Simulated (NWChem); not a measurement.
Molecule: phosphine (PH$_{3}$); SMILES P

```xyz
4

P      0.0000     0.0000     0.1303
H      0.8456     0.8456    -0.6514
H      0.3095    -1.1552    -0.6514
H     -1.1552     0.3095    -0.6514
```
Atoms are numbered in this order, from 1.

Results from NWChem. Pople sets run with spherical d functions. The geometry was optimised at PBE0/def2-SVP.

For level B3LYP/6-31G*:

| Property | Value |
|---|---|
| orbital gap (eV) | 8.38 |
| dipole (D) | 0.94 |

Question: What are these values for level B3LYP/def2-TZVP?

Answer: orbital gap (eV): 8.15
dipole (D): 0.60
